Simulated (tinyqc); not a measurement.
Extended Hueckel theory, for BH3, step by step. One step of it, computed by the program tinyqc.

Problem. Mulliken analysis. P = C n C^T; charge = valence electrons (H 1, B 3) minus the sum of (P S)_ii on the atom; overlap population = 2 sum P_ij S_ij between two atoms.

coefficients, order 1B 2s, 1B 2px, 1B 2py, 1B 2pz, 2H 1s, 3H 1s, 4H 1s:
```
[[0.516517, 0.000000, -0.000015, 0.002288, 0.000000, -0.000367, 1.522803],
 [0.000002, 0.000000, 0.439328, 0.000000, 0.000000, 1.307475, 0.000448],
 [0.000000, 0.439312, 0.000000, 0.000000, 1.307480, 0.000000, 0.000000],
 [-0.000070, 0.000000, 0.000000, 0.999997, 0.000000, 0.000001, -0.004350],
 [0.287110, 0.000000, 0.553912, -0.000510, 0.000000, -1.046171, -0.801420],
 [0.287089, 0.479717, -0.276977, -0.000510, -0.906162, 0.523383, -0.800877],
 [0.287089, -0.479717, -0.276977, -0.000510, 0.906162, 0.523383, -0.800877]]
```

occupations: [2.000000, 2.000000, 2.000000, 0.000000, 0.000000, 0.000000, 0.000000]

overlap S, order 1B 2s, 1B 2px, 1B 2py, 1B 2pz, 2H 1s, 3H 1s, 4H 1s:
```
[[1.000000, 0.000000, 0.000000, 0.000000, 0.493298, 0.493262, 0.493262],
 [0.000000, 1.000000, 0.000000, 0.000000, 0.534954, -0.267448, -0.267448],
 [0.000000, 0.000000, 1.000000, 0.000000, 0.000000, 0.463275, -0.463275],
 [0.000000, 0.000000, 0.000000, 1.000000, -0.001360, -0.001360, -0.001360],
 [0.493298, 0.534954, 0.000000, -0.001360, 1.000000, 0.095154, 0.095154],
 [0.493262, -0.267448, 0.463275, -0.001360, 0.095154, 1.000000, 0.095132],
 [0.493262, -0.267448, -0.463275, -0.001360, 0.095154, 0.095132, 1.000000]]
```

Give: charges; Overlap populations.

Solution.

charges: [0.4745, -0.1581, -0.1582, -0.1582]

Overlap populations:
```
pair      value
2-1    0.813327
3-1    0.813292
3-2   -0.027022
4-1    0.813292
4-2   -0.027022
4-3   -0.027015
```
